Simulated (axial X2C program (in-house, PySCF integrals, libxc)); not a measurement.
**What spin–orbit coupling does to PO⁻**

All values were computed with an in-house all-electron X2C program for linear molecules (integrals from PySCF). Spin-free means the one-electron spin-free X2C Hamiltonian; two-component (2c) means X2C with spin–orbit coupling and atomic mean-field two-electron Coulomb and Gaunt terms, so the difference of the two also holds small scalar two-electron terms. Basis: P dyall-av3z [9s8p3d2f], O dyall-av3z [7s6p3d2f] (cores contracted in-house); Gaussian nuclei, density fitting, unrestricted open shells. Masses: P 30.974 u, O 15.995 u.

Spin-free state: M_S = 1, Λ = 0 (beyond evenly filled blocks: π+α, π-α); fragments P + O- for PBE0, MP2, CCSD, CCSD(T), BP86; P- + O for HF.

```
  level  Re (Å)  ωe (cm⁻¹)  De (eV)  μ (D)
   PBE0   1.543     1058.8    5.745   0.15
     HF   1.514     1163.4      n/a  -0.37
    MP2   1.561     1007.2    5.722    n/a
   CCSD   1.548     1053.0    5.323    n/a
CCSD(T)   1.558     1017.0    5.465    n/a
   BP86   1.566      981.7    5.996   0.47
```

Correlated methods: 12 electrons correlated (number of frozen shells: P 2 s, 1 p; O 1 s), 198 virtual spin orbitals or spinors in MP2, 89 natural virtuals in coupled cluster.

Dipoles are positive if O is the positive end and refer to the centre of mass.

Two-component determinant lowest at the distance of the search:

Ω = 1 (⟨Sz⟩ = 1.00, ⟨Lz⟩ = 0.00 at HF); fragments P + O- for PBE0, MP2, CCSD, CCSD(T), BP86; P- + O for HF.

```tsv
level	Re (Å)	ωe (cm⁻¹)	De (eV)	μ (D)
PBE0	1.543	1058.8	5.745	0.16
HF	1.514	1163.4	n/a	-0.37
MP2	1.561	1007.2	5.722	n/a
CCSD	1.548	1052.9	5.323	n/a
CCSD(T)	1.558	1016.9	5.464	n/a
BP86	1.566	981.8	5.997	0.47
```

From the two tables, how do the constants change at the CCSD(T) level (2c against spin-free)?

At the CCSD(T) level Re is unchanged within 0.001 Å and ωe doesn't move by more than 0.2 cm⁻¹; De changes by -0.001 eV.

The state is a single determinant with fixed occupations, the lowest that a limited PBE0 search found. De is counted from the lowest determinant-based energies of the atoms at the same level, without counterpoise correction. De is not given where an atomic determinant may have missed its ground term or J level, or where the truncated virtual space spoils (T). Density functionals use the spin component along the axis (collinear). CCSD and (T) use frozen natural virtuals with an MP2 correction for the truncation; (T) itself is uncorrected, so its De runs slightly low. The 2c atoms are single determinants rather than J levels; their spin–orbit lowering is only partly caught, and De is too large by that part. This holds for PBE0, BP86. PBE0 can misorder states that lie within some tenths of an eV, so this need not be the ground state of the molecule. The nearest other spin-free determinant of the search, M_S = 0, Λ = 2, lies 0.71 eV up at the distance of the search. The functionals have no current-density term, which raises determinants with orbital currents, atoms included. With several unpaired electrons one determinant need not be a pure state. Open-shell Ω = 0 determinants with evenly filled partner blocks cannot be reached by this program, so the Ω shown need not be the lowest component. This is the Ω = 1 component of a π² triplet; the 0⁺ component is not one determinant and can lie lowest. The highest occupied level of some functionals is positive through self-interaction error; at Hartree–Fock it is bound.
